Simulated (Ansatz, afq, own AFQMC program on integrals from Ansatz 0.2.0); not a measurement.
AFQMC on a folder of integrals that Ansatz 0.2.0 wrote.

```yaml
crystal:
  periodic: [false, false, false]
  atoms:
    - {symbol: C, position_ang: [0.000000, 0.000000, 0.277328]}
    - {symbol: C, position_ang: [0.000000, 0.000000, -1.620672]}
    - {symbol: H, position_ang: [0.000000, 0.000000, 1.343345]}
basis:
  gaussian: {orbitals: 6-31G}
magnetization: {spin_polarized: true, initial_magnetization: 1}
correlation: {method: ccsd_t, electrons: outside_noble_gas, hamiltonian_folder: ham}
```

```sh
$ ansatz run in.yaml --threads 1 --pin off --events-out ev --progress --plain --max-ram 16896MiB --backend cuda --devices 0, --max-vram 18GiB
```

Options of the walk:

```
--method free --trial cisd --walkers 100 --time-step 0.05 --max-blocks 30 --target-error 0.00144 --factor-cut 1e-05 --seed 7891 --times 0.0,0.4,0.8,1.6,2.4 --taylor-order 10
```

Times are imaginary, in 1/Eh. The walk had a cap of 60 s.

Output of the walk:

```
orbitals 18  electrons 5 4  factors 103 of 286
reference energy -75.99512249 Eh
CCSD correlation -0.13813024 Eh in 25 cycles, weight of the determinant in the CISD state 0.7021
repeat  energy at the last time / Eh  error
    10  -76.141613  0.001813
    20  -76.143181  0.001217
    30  -76.143317  0.000980
time / (1/Eh)  energy / Eh  error  mean overlap
  0.00  -76.132691  0.000458  1.4215
  0.40  -76.137978  0.000593  1.4138
  0.80  -76.140466  0.000694  1.4132
  1.60  -76.142334  0.000960  1.4299
  2.40  -76.143317  0.000980  1.4633
energy -76.143317 +/- 0.000980 Eh
```

The run passed its tests (error under three times the target), which doesn't prove that it has relaxed.

Against this walk (error 26.7 meV) on the same determinant: CCSD(T) 89.6 meV higher, CCSDT(Q) 112.8 meV lower, CCSDTQ 116.1 meV lower, full CI 126.2 meV lower. The error is statistical, and a free projection of finite length keeps a remainder of its start. The determinant has ⟨S²⟩ = 1.90, so the low cluster orders mix in higher spin, and so can this walk. The projection is still falling at its last time (meV from the last point: 289 ± 12 at 0.00, 145 ± 16 at 0.40, 78 ± 19 at 0.80, 27 ± 26 at 1.60, 0 ± 27 at 2.40), so its energy is a cut-off value, and the gaps above aren't errors of the other methods. Full CI is exact here, so the walk's 126 meV above it is the walk's own error: what remains of the start. The determinant is a poor start (see the cautions), so the low cluster orders aren't to be relied on, and full CI is the sure value.

Cautions: remainder of the start not in the error; start is not spin pure; strong correlation (T1 0.091, weight of the determinant 0.70, largest double 0.25); unrestricted determinant spin contaminated (⟨S²⟩ 1.90 against 0.75); CCSD(T) is in doubt: in a space of 9 electrons in 8 natural orbitals full CI lies 114 meV below it; the time-step error isn't removed.

The walk took 3.2 s on 1 × NVIDIA H100 80GB HBM3 with 2 threads of AMD EPYC 7R13 Processor (Zen 3) (shared host) (the card was shared). The log's last line is the free-projection energy.

CCSDT and higher add their correlation energy to the determinant of the CCSD(T) run, since their own runs factorise the integrals more tightly (a shift of under 2 meV).
